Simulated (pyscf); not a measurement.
HO–SiH₂–F (SMILES O[SiH2]F) → HO–Si:–F (SMILES O[Si]F) [singlet] + H₂ (SMILES [H][H]), a 1,1-elimination (singlet surface; H–Si, H–Si broken, H–H formed). PySCF, gas phase, ωB97X-D3(BJ)/def2-SVP geometries. Energies in eV from the reactant's lowest minimum found.

Small-basis levels: PySCF, no dispersion term, spherical d functions. 

```tsv
level	barrier	reaction energy
HF/STO-3G	5.76	+1.76
HF/3-21G	[?]	+1.23
HF/6-31G*	[?]	+1.82
SVWN5/6-31G*	3.26	+1.64
PBE/6-31G*	3.37	+1.40
B3LYP/3-21G	3.61	+1.08
PBE/def2-SVP	3.20	+1.45
ωB97M-D3(BJ)/def2-TZVP	[?]	+1.47
```

**Question.** Some entries are withheld; supply them.

**Answer.** 
- HF/3-21G, barrier: 4.43
- HF/6-31G*, barrier: 4.68
- ωB97M-D3(BJ)/def2-TZVP, barrier: 3.67

Against the last row the barrier runs from -0.47 (PBE/def2-SVP) to +2.09 eV (HF/STO-3G). ωB97M-D3(BJ)/def2-TZVP has limits of its own. The same reactants have a lower exit, to O=SiH–F + H₂ (barrier +2.86 eV at ωB97M-D3(BJ)/def2-TZVP, against +3.67 eV here). This is the saddle that the search found; another between the same sides may lie lower.
